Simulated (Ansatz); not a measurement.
**Cu$_{3}$P$_{14}$Pd$_{2}$Au: short dynamics, then relaxation**

A packing of 20 atoms, thrown in at random and pushed apart as soft spheres with like charges further apart (1 Au, 3 Cu, 14 P, 2 Pd) went through Langevin stages in a fixed cell of 13.53 Å³/atom, at one k point, without spin and with a Fermi–Dirac width of kT (0.05 eV at least). All numbers below come from DFT PBE, scalar-relativistic, plane waves, PAW in Ansatz 0.2.0.

```csv
thermostat (K),duration (fs),friction (1/fs),cutoff (eV),mean T (K),mean P (GPa),mean square displacement (Å²)
1530,72,0.030,320,2331,30.9,0.31
1530,636,0.030,420,1767,30.4,1.07
1100,444,0.030,420,1130,24.8,0.47
610,462,0.030,420,625,21.3,0.16
300,594,0.030,420,246,20.4,0.18
```

Means run over the second half of a stage; pressure includes the kinetic part; displacements count from the stage's start, the atoms' common shift taken off. In so short a run the atoms moved about a bond length or less in the hot stages, so this is an annealed packing, not a quenched equilibrium liquid.

Cell and atoms were then relaxed on coarser meshes and computed once more: Plane waves to 420 eV, a k mesh through Γ of 5×5×5 on the computed 20-atom cell and Gaussian smearing (0.10 eV); no spin polarisation.

Task: What structure is left?

Result: One draw of many: 18.37 Å³/atom with no gap on the mesh, 0.05 eV/atom above the elements' standard states (static lattices, no corrections for gases) (a random packing after short dynamics, relaxed).

Counting as bonded all pairs within 1.2 times the summed covalent radii:

```tsv
atom → neighbour	mean count	mean length (Å)	spread (Å)
Au → Cu	1.00	2.67	0.00
Au → P	2.00	2.55	0.17
Au → Pd	2.00	2.87	0.01
Cu → Au	0.33	2.67	0.00
Cu → Cu	0.67	2.82	0.00
Cu → P	3.67	2.31	0.06
Cu → Pd	0.33	2.89	0.00
P → Au	0.14	2.55	0.17
P → Cu	0.79	2.31	0.06
P → P	2.29	2.25	0.09
P → Pd	0.64	2.49	0.17
Pd → Au	1.00	2.87	0.01
Pd → Cu	0.50	2.89	0.00
Pd → P	4.50	2.49	0.17
Pd → Pd	1.00	3.14	0.00
```

Angles between all pairs of such bonds at an atom (mean ± spread): 100 ± 24° at Au, 101 ± 26° at Cu, 104 ± 22° at P, 100 ± 32° at Pd.

```xyz
20
Lattice="7.7362 0.2635 0.4534 0.2539 7.2182 -0.2565 0.4393 -0.2481 6.6214" Properties=species:S:1:pos:R:3 pbc="T T T"
P     3.6586    1.8787    1.5828
P     6.4666    3.3216    4.7046
P     5.9024    4.4177    2.7559
P     3.5843    6.5650    4.9524
P     0.7810    2.1266    0.1509
P     4.8052    1.8640    4.9235
P     1.6714    0.8177    1.7782
P     7.6384    0.7251    6.0659
P     2.3407    2.9271    3.0805
P     7.5982    5.8314    2.6931
P     5.1513    0.8663    2.9509
P     4.3632    6.1018    2.9292
P     2.2582    5.0161    5.6074
P     1.4243    4.2455    1.5899
Cu    0.5791    1.6330    3.7693
Cu    7.6463    6.3583    0.4135
Cu    2.7100    2.7264    5.2579
Pd    5.3813    0.0798    6.3334
Pd    3.0495    5.8390    0.9769
Au    5.9799    4.5102    6.7062
```

The final mesh leaves forces up to 0.14 eV/Å and stresses up to 0.5 GPa: the relaxation ran on a coarser mesh, so the cell's shape, its bonds and its energy belong partly to that mesh.

Spin-orbit coupling is left out, which matters for the bands of heavy elements.

Cost: 6 runs of about 71 core-minutes in all (earlier runs that led there not counted), on Arm Neoverse V1 (shared hosts).